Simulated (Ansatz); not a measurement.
Consider a ladder of basis sets of H4N (charge +1), SMILES [NH4+] (Ansatz 0.2.0, Python API).

Script `basis_h4n.py`:
```python
"""Basis-set convergence for H4N(+)."""

import ansatz as az

GEOMETRY = """
N     0.00008    0.00005   -0.00001
H     0.45587   -0.45072    0.80565
H    -0.97790    0.21754    0.23655
H     0.02408   -0.63735   -0.80822
H     0.49788    0.87048   -0.23397
"""

mol = az.Crystal.molecule()
for line in GEOMETRY.strip().splitlines():
    symbol, *xyz = line.split()
    mol = mol.atom(symbol, [float(v) for v in xyz])

job = mol.calculation().correlation("ccsd_t").charge(1)

energies = {}
for basis in ["cc-pVDZ", "cc-pVTZ", "cc-pVQZ"]:
    r = job.basis(gaussian=basis).run().report
    size = r["n_frozen"] + r["n_occupied"][0] + r["n_virtual"][0]
    energies[basis] = (r["reference_energy_ev"] / 27.211386246, r["free_energy_ev"] / 27.211386246)
    print(f"{basis:14s} {size:4d} orbitals  reference {energies[basis][0]:14.6f} Ha  total {energies[basis][1]:14.6f} Ha")

# correlation energy at the basis limit from E(X) = E + A / X^3
small, large = (energies[b][1] - energies[b][0] for b in ("cc-pVTZ", "cc-pVQZ"))
limit = (4 ** 3 * large - 3 ** 3 * small) / (4 ** 3 - 3 ** 3)
print(f"correlation energy: {small:.6f} and {large:.6f} Ha, extrapolated {limit:.6f} Ha")
print(f"share caught by the larger set: {100 * large / limit:.1f} %")
```

How far does the total energy move along this ladder of basis sets?

Against cc-pVDZ: cc-pVTZ -62.5 mHa and cc-pVQZ -79.5 mHa. The last step alone is -16.99 mHa.

The output:

Output of `python basis_h4n.py`:
```text
cc-pVDZ          34 orbitals  reference     -56.544577 Ha  total     -56.752655 Ha
cc-pVTZ          86 orbitals  reference     -56.563434 Ha  total     -56.815177 Ha
cc-pVQZ         175 orbitals  reference     -56.567281 Ha  total     -56.832169 Ha
correlation energy: -0.251743 and -0.264887 Ha, extrapolated -0.274479 Ha
share caught by the larger set: 96.5 %
```

Notes:
- The drop along the ladder measures the basis error, and is no property of the molecule.
- The geometry is a force-field or estimated start, not a minimum of this method, and the last set is no limit. Much of the fall in a total is atomic energy, which cancels in bond and reaction energies.
- Inner cores stay frozen, so this is valence correlation.
- An extrapolation from small basis sets is rough.
- Hardware and time: 30 s on 1 thread of Intel(R) Xeon(R) Platinum 8488C (Sapphire Rapids), with other jobs on the host, peak memory 1.6 GiB.
